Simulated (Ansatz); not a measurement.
Relaxed structures of CHBCl, doublet (PBE0-D4/def2-TZVP; forces vanish, vibrations not checked; lower isomers may exist, and structures with a doubtful reference or unclear bonds are left out; Å). Program: Ansatz 0.2.0. Basis: def2-TZVPP. Cores are frozen in the correlated methods; orbitals are unrestricted.

Problem. Rank them by CCSD(T) energy, lowest first, and give each one's height above the lowest. Links in brackets join atoms within 1.22 times the sum of their covalent radii (1.1 for two metals). (To be estimated.)
A.
CHBCl ([BH][C][Cl])
```
4
angstrom
C 0.3185 -0.3724 0.2776
B -0.4425 0.5173 -0.3854
Cl 1.2319 -1.4401 1.0730
H -1.1050 1.2918 -0.9625
```
B.
a complex of CBCl + H
```
4
angstrom
C 1.1390 -1.4387 1.6406
B 0.7259 -0.8094 0.3946
Cl 0.2512 -0.0862 -1.0379
H -2.2643 2.5075 -1.1260
```
C.
CHBCl ([CH][B][Cl])
```
4
angstrom
C -0.4679 0.5472 -0.4083
B 0.2943 -0.3441 0.2563
Cl 1.2462 -1.4569 1.0858
H -1.0726 1.2538 -0.9338
```

Solution. The calculation gives: C (0.000 eV), A (1.215 eV), B (4.986 eV). Heights count from the lowest.

No T1 diagnostic of these runs exceeds 0.023. ⟨S²⟩ of the unrestricted Hartree–Fock references: 0.77 to 1.76 (a pure state has 0.75). The unrestricted reference is spin-contaminated, which hurts MP2 most.

For scale, one of the runs: CCSD(T)/def2-TZVPP, 118 basis functions, launched by `ansatz run in.yaml --threads 2 --pin off --events-out ev --progress --plain --max-ram 4352MiB`. The run took 25 s on 2 CPU threads of an Arm Neoverse V2 (shared host), with 0.98 GiB of host memory at its peak.
